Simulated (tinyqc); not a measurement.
Worked calculation: CIS on RHF in the sto-3g basis, for LiH, spin multiplicity 1. One step of it, computed by the program tinyqc.

Question. Orthogonalisation. S = U s U^T; symmetric (Loewdin) form X = U s^(-1/2) U^T, so that X^T S X = 1.

overlap S, lower triangle:
```
           1Li 1s    1Li 2s   1Li 2px   1Li 2py   1Li 2pz     2H 1s
1Li 1s   1.000000
1Li 2s   0.241137  1.000000
1Li 2px  0.000000  0.000000  1.000000
1Li 2py  0.000000  0.000000  0.000000  1.000000
1Li 2pz  0.000000  0.000000  0.000000  0.000000  1.000000
2H 1s    0.029679  0.305806  0.000000  0.000000  0.429578  1.000000
```

Give: eigenvalues of S; X.

Answer.

eigenvalues of S: 0.4594  0.8028  1.0000  1.0000  1.1807  1.5571

X, lower triangle:
```
          1Li 1s   1Li 2s  1Li 2px  1Li 2py  1Li 2pz   2H 1s
1Li 1s    1.0234
1Li 2s   -0.1303   1.0694
1Li 2px   0.0000   0.0000   1.0000
1Li 2py   0.0000   0.0000   0.0000   1.0000
1Li 2pz  -0.0071   0.0639   0.0000   0.0000   1.0876
2H 1s     0.0177  -0.1913   0.0000   0.0000  -0.2632  1.1327
```
